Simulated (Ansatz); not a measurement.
One stationary structure of Ag. Space group Fm-3m (No. 225), fcc (Cu type). Method: PBEsol (plane waves to 420 eV, PAW, scalar-relativistic; Ansatz, an electronic-structure program).

```cif
data_Ag
_chemical_formula_sum 'Ag1'
_space_group_name_H-M_alt 'P 1'
_space_group_IT_number 1
_cell_length_a 2.86660
_cell_length_b 2.86660
_cell_length_c 2.86660
_cell_angle_alpha 119.987
_cell_angle_beta 119.987
_cell_angle_gamma 90.022
loop_
_space_group_symop_operation_xyz
  'x, y, z'
loop_
_atom_site_label
_atom_site_type_symbol
_atom_site_fract_x
_atom_site_fract_y
_atom_site_fract_z
_atom_site_occupancy
Ag1 Ag 0.00000 0.00000 0.00000 1
```

For Ag, the volume per atom comes out as 16.66 Å³. The band gap is no gap (metallic) and the shortest distances comes out as Ag–Ag 2.87 Å. The k-mesh is 23×23×23.

No spin polarisation in the result.

Measured for Ag: a 4.062 Å (static lattice; corrected from measurement; as listed in Daniel Mejia-Rodriguez, S. B. Trickey, Phys. Rev. B (2018)). Computed minus measured — a: PBEsol -0.2 %. The computed values are for a static lattice.

It was reached from a disturbed copy of a Fd-3m (No. 227) cell (diamond type), against which it lies -0.99 eV/atom.
